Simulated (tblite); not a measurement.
Species: C3H8OP2.
Structure used (GFN2-xTB), in Å, numbered top down from 1:
```xyz
14
C3H8OP2 angstrom
C      2.1288    0.3992    0.2305
C      1.0137   -0.5681    0.5069
O      1.0966   -1.5038    1.2590
P     -0.5427   -0.2787   -0.4694
C     -1.6853   -1.2939    0.5655
P     -0.9703    1.6891    0.3612
H      2.1708    0.6209   -0.8345
H      1.9210    1.3271    0.7667
H      3.0781   -0.0033    0.5774
H     -1.5405   -1.0822    1.6237
H     -1.4679   -2.3436    0.3770
H     -2.7139   -1.0833    0.2753
H     -0.3030    2.3519   -0.6662
H     -2.1861    1.7682   -0.3153
```

Level: GFN2-xTB in tblite, geometry and Hessian alike; calculated harmonic values, unscaled, isolated species. The method is semi-empirical: single wavenumbers can be off by several per cent or more. Modes of hydrogen on phosphorus can be 10 to 20 % off. One conformer, not necessarily the lowest.

Harmonic wavenumbers (cm⁻¹): 45.1, 85.5, 104.8, 122.5, 171.2, 189.2, 198.9, 313.3, 414.4, 486.2, 515.4, 615.3, 713.5, 752.9, 757.5, 879.1, 895.5, 953.1, 980.5, 1101.3, 1118.9, 1309.9, 1356.0, 1421.5, 1434.5, 1435.2, 1442.6, 1741.7, 2258.6, 2320.4, 2980.6, 2997.7, 3003.9, 3016.0, 3016.5, 3035.6.

A = 2828, B = 1965, C = 1369 MHz; mass 122.005 u (most abundant isotopes); point group C1, symmetry number 1.

Question: What is the zero-point energy?

Answer: ½Σν̃ = 22092 cm⁻¹ = 264.28 kJ/mol.

Question: Give the ideal-gas entropy at 298.15 K and 1 bar in the rigid-rotor, harmonic-oscillator model (classical rotation).

Answer: Translation 168.77, rotation 117.73, vibration 115.18: S = 401.7 J/(mol K).

Question: And Cp and H(298.15 K) − H(0)?

Answer: Cp = 139.21 J/(mol K), of which vibrations give 105.95 (their classical limit is 36 R = 299.3); H(298.15 K) − H(0) = 27.39 kJ/mol without the zero-point energy, 17.48 from vibrations.

Question: What must be added to the electronic energy to get the Gibbs energy at 298.15 K and 1 bar?

Answer: ZPE + [H(298.15 K) − H(0)] − T·S = 264.28 + 27.39 − 119.76 = 171.91 kJ/mol.

Question: Which modes carry the vibrational entropy at 298.15 K?

Answer: 45.1 cm⁻¹: 21.01; 85.5 cm⁻¹: 15.73; 104.8 cm⁻¹: 14.07; 122.5 cm⁻¹: 12.81; 171.2 cm⁻¹: 10.13; 189.2 cm⁻¹: 9.35 J/(mol K); the other 30 give 32.07 together.

Question: How do the functions run with temperature in this model?

Answer: 
```tsv
T (K)	S (J/(mol K))	Cp (J/(mol K))	H − H(0) (kJ/mol)	G − H(0) (kJ/mol)	ln q(vib)
100	287.1	79.6	5.56	-23.15	1.75
200	352.1	110.7	15.12	-55.31	4.40
300	402.5	139.7	27.65	-93.11	6.85
500	485.9	188.2	60.71	-182.25	11.31
800	585.6	235.8	124.89	-343.58	17.25
1000	640.6	257.1	174.28	-466.33	20.79
```

q(vib) and H(0) count from the zero-point level.

Hindered rotation and anharmonicity are outside this model. Other conformers, if any are populated, would add a mixing term that is left out. The structure is chiral; the term R ln 2 for an equal mix with its mirror image is left out.
